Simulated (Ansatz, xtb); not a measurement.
**Isomers of CH3NO in order of energy**

4 gas-phase structures of CH3NO, found in a search over its isomers (lower ones may exist). Each was relaxed with GFN2-xTB:

A. `C=NO`, a singlet
B. `[H]/N=C\O`, a singlet
C. `[NH2+]=[C-]O`, a singlet
D. `NC=O`, a singlet

Question: Make a reasoned guess at their ranking by r2SCAN-D4/def2-SVP single-point energy.

Answer: Calculated order at r2SCAN-D4/def2-SVP: D (0.0), B (18.2), C (40.9), A (55.4) kcal/mol.

Energies above the lowest of each column, in kcal/mol; the last columns are at r2SCAN-D4/def2-TZVP geometries and were run for some of them only (a dash: not run or not comparable):

| structure | GFN2-xTB | HF/STO-3G | r2SCAN-D4/def2-SVP | r2SCAN-D4/def2-TZVP | CCSD(T)/def2-TZVPP |
| --- | --- | --- | --- | --- | --- |
| D | 0.0 | 0.0 | 0.0 | 0.0 | 0.0 |
| B | 9.3 | 9.7 | 18.2 | 16.5 | 13.5 |
| C | 42.2 | 22.3 | 40.9 | 39.8 | 36.2 |
| A | 42.3 | 22.4 | 55.4 | – | – |

Every level run on D puts it lowest or level with the lowest. Some further structures that were screened fall inside this span and aren't listed. Flexible structures stand in one conformer each, not always the lowest. Frequencies (r2SCAN-D4/def2-TZVP) were run for B, C, D alone.

Over these structures GFN2-xTB departs from r2SCAN-D4/def2-SVP by 5.8 kcal/mol on average once a common shift is removed. A GFN2-xTB relaxation took about 0.064 s and the r2SCAN-D4/def2-SVP energy about 0.74 s on a shared host (Ansatz 0.2.0, xtb 6.7.1).
